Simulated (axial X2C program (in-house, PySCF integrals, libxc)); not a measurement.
CH⁻: cheaper levels and CCSD(T), with spin–orbit coupling

All values were computed with an in-house relativistic program for diatomic molecules. Two-component (2c) means X2C with spin–orbit coupling and atomic mean-field two-electron Coulomb and Gaunt terms. Basis: C dyall-av3z [8s7p3d2f], H dyall-av3z [7s3p2d] (cores contracted in-house); Gaussian nuclei, density fitting, unrestricted open shells. Masses: C 12.000 u, H 1.008 u.

State: Ω = 1 (⟨Sz⟩ = 1.00, ⟨Lz⟩ = 0.00 at HF); fragments C- + H.

```tsv
level	Re (Å)	ωe (cm⁻¹)	De (eV)
PBE0	1.137	2650.8	3.56
HF	1.125	2722.1	2.44
MP2	1.130	2742.8	3.39
CCSD	1.137	2639.6	3.47
M06	1.131	2609.4	3.51
```

Correlated methods: 6 electrons correlated (number of frozen shells: C 1 s; H none), 150 virtual spin orbitals or spinors in MP2, 86 natural virtuals in coupled cluster.

CCSD(T), same Hamiltonian and basis:

Re = 1.140 Å, ωe = 2615.5 cm⁻¹, De = 3.51 eV; T1 = 0.018 (Lee–Taylor normalisation).

Task: Give the differences from CCSD(T) in the columns below.

Result: 

```tsv
level	ΔRe (Å)	Δωe (cm⁻¹)	ΔDe (eV)
PBE0	-0.003	35	0.05
HF	-0.015	107	-1.07
MP2	-0.010	127	-0.12
CCSD	-0.003	24	-0.04
M06	-0.009	-6	0.00
```

One determinant describes the state; a PBE0 search over occupations chose it and may have missed a lower one. Dissociation energies refer to the lowest single-determinant-based atoms at the same level and basis. Density functionals use the spin component along the axis (collinear). CCSD and (T) use frozen natural virtuals with an MP2 correction for the truncation; (T) itself is uncorrected, so its De runs slightly low. Without a current term, density functionals place determinants with orbital angular momentum somewhat too high. With several unpaired electrons one determinant need not be a pure state. Open-shell Ω = 0 determinants with evenly filled partner blocks cannot be reached by this program, so the Ω shown need not be the lowest component. This is the Ω = 1 component of a π² triplet; the 0⁺ component is not one determinant and can lie lowest. The highest occupied level of some functionals is positive through self-interaction error; at Hartree–Fock it is bound. Hartree–Fock gets electron affinities wrong, so its lowest charge split need not be the true one.
